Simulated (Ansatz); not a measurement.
**HF (singlet): wave-function methods side by side, cc-pVDZ**

One table from this session's results is given with a row withheld; the runs are named, their logs left out.

The runs use Ansatz 0.2.0, Gaussian basis; cc-pVDZ, core rule «outside noble gas», up to 1 orbitals frozen.

To be run: UHF; CCSD(T) on RHF; CCSDT(Q) on RHF; CCSDTQ on RHF; Full CI.

## The geometry

The geometry is an MP2(full)/6-31G* stationary point (not a proven minimum).

2 atoms, charge 0, spin multiplicity 1.

Atoms are counted from 1 here; the program's logs count them from 0.

Bond lengths: F1–H2 0.934 Å.

Set-up of the first run:

The input, in.yaml:

```yaml
crystal:
  periodic: [false, false, false]
  atoms:
    - {symbol: F, position_ang: [0.000000, 0.000000, 0.000000]}
    - {symbol: H, position_ang: [0.000000, 0.000000, 0.933891]}
basis:
  gaussian: {orbitals: cc-pVDZ}
magnetization: {spin_polarized: true, initial_magnetization: 0}
hamiltonian: {xc: hf}
output: {orbitals: {seedname: orbitals}}
```

Started as:

```sh
$ ansatz run in.yaml --threads 1 --pin off --events-out ev --progress --plain --max-ram 3956MiB --backend cpu
```

Steps of the session up to this table: UHF; CCSD(T) on RHF; CCSDT(Q) on RHF; CCSDTQ on RHF; Full CI.

One of the session's tables, all rows but one given; the rest of the session is left out.

It belongs to the step «Misses and costs». 

| method | from FCI (kJ/mol) |
| --- | --- |
| RHF | +551.3 |
| RMP2 | +20.0 |
| RCCSD | +6.5 |
| RCCSD(T) | +1.3 |
| RCCSDT | ? |
| RCCSDT(Q) | 0.0 |
| RCCSDTQ | 0.0 |
| FCI | 0 |

Q: Estimate the row for RCCSDT from the others.

The run gave: from FCI (kJ/mol): +1.1. In the column «from FCI (kJ/mol)» it lies between FCI (0) and RCCSD(T) (+1.3).

With the free atoms at the same levels and basis (separate runs), the atomisation energy is 5.481 eV at FCI, 5.472 eV at RCCSD(T), 3.917 eV at RHF.
